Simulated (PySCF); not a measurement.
**Diamond**

Computed with PBE (PySCF, GTH pseudopotentials, Gaussian basis).

Cell (relaxed at this level):

Space group Fd-3m, origin choice 1 (No. 227); a = 3.5722 Å, b = 3.5722 Å, c = 3.5722 Å, α = 90.00°, β = 90.00°, γ = 90.00°

| atom | site | symmetry | x | y | z |
|---|---|---|---|---|---|
| C | 8b | -43m | 0.5000 | 0.5000 | 0.5000 |
(The calculation used a cell of 2 atoms; values per cell refer to that cell.)

| Property | Result |
|---|---|
| bulk modulus | 435 GPa ± 10 |
| cohesive energy | 7.72 eV/atom ± 0.04 |
| pressure derivative B′ of the bulk modulus | 3.7 |

Measured, for comparison: bulk modulus 455 GPa (0 K value with the zero-point phonon effect removed; as tabulated in Mejia-Rodriguez and Trickey (2018), arXiv:1807.09216); cohesive energy 7.55 eV/atom (static lattice: zero-point vibration energy added; as tabulated in Mejia-Rodriguez and Trickey (2018), arXiv:1807.09216). Computed (rounded) less measured: bulk modulus -4 %, cohesive energy +0.17 eV/atom.

A ± is a rough bar: the spread of an extrapolation, a floor set from checks against published values, or a statistical error.

Cost on a shared machine: roughly 9 core-hours.
